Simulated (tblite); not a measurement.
Compound: C₂H₃NO.
Bonds: C1–N2 (double), N2–C3, C3–O4 (double). Hydrogens: H5, H6 on C1; H7 on C3.

Computed with GFN2-xTB (tblite), gas phase: Langevin dynamics at 600 K from the optimised GFN2-xTB geometry, time step 0.5 fs, friction 0.01 fs⁻¹, 2000 steps. Over the second half of the run the saved frames average 533 K.

The optimised geometry, where the run starts:
```
atom  x, y, z in Å
C1      1.191    0.178    0.256
N2      0.101   -0.412    0.376
C3     -1.197   -0.199    0.106
O4     -2.008    0.329    0.819
H5      2.091   -0.318    0.598
H6      1.302    1.168   -0.187
H7     -1.477   -0.741   -0.825
```

t = 125 fs, T = 606 K, E(pot) 0.478 eV above the start
```
atom  x, y, z in Å  |  force x, y, z in eV/Å
C1      0.616    0.136    0.392   -0.501   1.041  -0.615
N2     -0.367   -0.526    0.789    3.762   0.034   0.828
C3     -1.607   -0.480    0.467   -3.609   1.119   2.027
O4     -2.493    0.187    0.991    0.794  -0.658  -1.036
H5      1.655   -0.029    0.607   -0.064  -0.270   0.365
H6      0.346    0.982   -0.256    0.756  -0.017  -0.157
H7     -1.740   -1.419   -0.006   -1.138  -1.249  -1.411
```

t = 150 fs, T = 746 K, E(pot) 0.185 eV above the start
```
atom  x, y, z in Å  |  force x, y, z in eV/Å
C1      0.476    0.177    0.436    1.379   1.482  -1.347
N2     -0.376   -0.539    0.941   -2.097  -0.663   1.704
C3     -1.735   -0.705    0.761    1.662  -0.197  -0.641
O4     -2.621    0.089    0.845   -0.042   0.172   0.383
H5      1.506    0.255    0.810   -0.510  -0.266  -0.024
H6      0.243    0.757   -0.468    0.317   0.078  -0.008
H7     -1.814   -1.768    0.539   -0.709  -0.605  -0.068
```

t = 325 fs, T = 421 K, E(pot) 0.483 eV above the start
```
atom  x, y, z in Å  |  force x, y, z in eV/Å
C1     -0.298   -0.720    0.296    0.522   0.927  -0.051
N2     -1.119   -0.276    1.145   -0.511  -1.071  -1.202
C3     -2.187   -0.832    1.782    1.186  -0.599   0.573
O4     -3.005   -1.498    1.164    0.776   1.271   1.622
H5      0.080   -0.012   -0.479   -0.070  -0.444   0.728
H6      0.217   -1.705    0.309   -0.702   0.422   0.077
H7     -2.041   -0.570    2.937   -1.202  -0.506  -1.747
```

t = 575 fs, T = 484 K, E(pot) 0.248 eV above the start
```
atom  x, y, z in Å  |  force x, y, z in eV/Å
C1     -1.644    0.280   -0.285   -0.073   0.999   3.543
N2     -1.928   -0.208    0.850   -0.320  -0.986   0.026
C3     -2.417   -1.479    1.160    0.099   0.279  -0.589
O4     -3.443   -1.961    0.741    0.600   0.434   0.470
H5     -1.307    1.310   -0.203   -0.082  -0.121  -0.644
H6     -1.700   -0.291   -1.127    0.108  -1.060  -2.394
H7     -1.760   -2.001    1.916   -0.332   0.455  -0.412
```

t = 625 fs, T = 495 K, E(pot) 0.289 eV above the start
```
atom  x, y, z in Å  |  force x, y, z in eV/Å
C1     -1.456    0.514   -0.200    1.993   2.252  -2.736
N2     -1.945   -0.070    0.713   -2.399  -3.766   4.488
C3     -2.397   -1.314    1.083    3.077   1.235  -0.615
O4     -3.511   -1.645    1.218   -2.035  -0.844   0.346
H5     -1.075    1.488    0.040    0.219   0.679  -0.416
H6     -1.308    0.097   -1.171    0.084  -0.077  -0.965
H7     -1.463   -1.946    1.367   -0.939   0.520  -0.102
```

t = 750 fs, T = 646 K, E(pot) 0.139 eV above the start
```
atom  x, y, z in Å  |  force x, y, z in eV/Å
C1     -1.659    0.548    0.224    0.638   0.837   0.772
N2     -2.023   -0.191    1.145   -0.741  -1.646   0.981
C3     -2.696   -1.379    1.223   -1.598  -0.303  -0.212
O4     -3.912   -1.549    1.349    2.720   0.459  -0.114
H5     -1.050    1.416    0.478   -0.153  -0.096  -0.108
H6     -1.902    0.366   -0.778   -0.241  -0.089  -1.498
H7     -1.958   -2.261    1.218   -0.626   0.840   0.179
```

t = 775 fs, T = 380 K, E(pot) 0.436 eV above the start
```
atom  x, y, z in Å  |  force x, y, z in eV/Å
C1     -1.624    0.536    0.430   -0.009  -0.575   1.738
N2     -2.044   -0.317    1.242   -0.005   0.206   0.598
C3     -2.779   -1.462    1.273    7.788   0.556  -1.417
O4     -3.889   -1.594    1.424   -6.657  -0.863   1.014
H5     -1.028    1.395    0.667    0.195   0.089   0.716
H6     -1.804    0.417   -0.567   -0.553  -0.147  -2.857
H7     -1.993   -2.342    1.210   -0.758   0.734   0.207
```

t = 825 fs, T = 502 K, E(pot) 0.367 eV above the start
```
atom  x, y, z in Å  |  force x, y, z in eV/Å
C1     -1.609    0.471    0.625    2.445   4.707  -3.403
N2     -2.105   -0.384    1.271   -1.898  -4.606   2.368
C3     -2.653   -1.589    1.391   -1.234  -0.638   1.247
O4     -3.754   -1.818    1.885    1.613   0.142  -1.050
H5     -0.996    1.207    1.150    0.051   0.159  -0.019
H6     -1.685    0.726   -0.481   -0.250  -0.682   0.894
H7     -1.867   -2.429    1.253   -0.728   0.918  -0.037
```

t = 950 fs
```
atom  x, y, z in Å
C1     -1.867    0.134    0.941
N2     -1.645   -0.783    1.788
C3     -2.699   -1.847    1.930
O4     -3.829   -1.616    1.803
H5     -1.012    0.913    0.804
H6     -2.856    0.235    0.372
H7     -2.072   -2.778    2.255
```

Q: Estimate the potential energy and the forces of this last frame.

A: 0.678 eV above the start.

```
atom  Fx (eV/Å)  Fy (eV/Å)  Fz (eV/Å)
  C1      0.619      0.641      0.242
  N2     -1.454     -0.757     -0.791
  C3      4.782      0.917      0.483
  O4     -2.120     -0.350     -0.026
  H5     -1.766     -1.280      0.120
  H6      1.392     -0.090      0.467
  H7     -1.452      0.919     -0.496
```

The bond farthest from its length at the start is N2–C3 (1.504 against 1.343 Å), and half the difference of its two atoms' forces along it is -2.72 eV/Å (positive lengthens). The largest atomic force is 4.89 eV/Å.

What follows is the cost of the whole dynamics run. Time: 14 s; peak memory 0.18 GiB. Hardware: an Intel Xeon at 2.50 GHz with one thread, no GPU (shared host).
